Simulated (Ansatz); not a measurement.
System: hcp Cd. Method: RPBE in Ansatz (PAW).

Run with plane-wave cutoff 520 eV, 24×24×10 k mesh (along the axes of the cell as run), Fermi–Dirac smearing 0.05 eV, scalar-relativistic PAW data made under PBE.

Computed at the level's own relaxed cell.

Give the computed volume per atom, lattice constant a and bulk modulus.


- volume per atom: 24.37 Å³/atom
- lattice constant a: 3.074 Å
- bulk modulus: 29.2 GPa

The run finds no gap.

Measured, for comparison: lattice constant a 2.979 Å (293 K, not corrected to a static lattice; as tabulated in Wikipedia's data pages); bulk modulus 53.8 GPa (zero-point energy and finite temperature contributions removed, our sources range from 50.7 to 53.8; as tabulated in doi:10.1021/acs.jctc.3c00612). Computed (rounded) less measured: lattice constant a +3.2 %, bulk modulus -46 % (-42 % to -46 % over the range).

Note: the cell is over a tenth larger than the published one: the level's own overestimate first of all, though another phase or state, or a fault of the published cell, is possible; the bulk modulus comes from volumes at which shape and atoms were relaxed.

The computed numbers hold no vibrational or temperature effects.

Ansatz is a quantum-chemistry and plane-wave program.
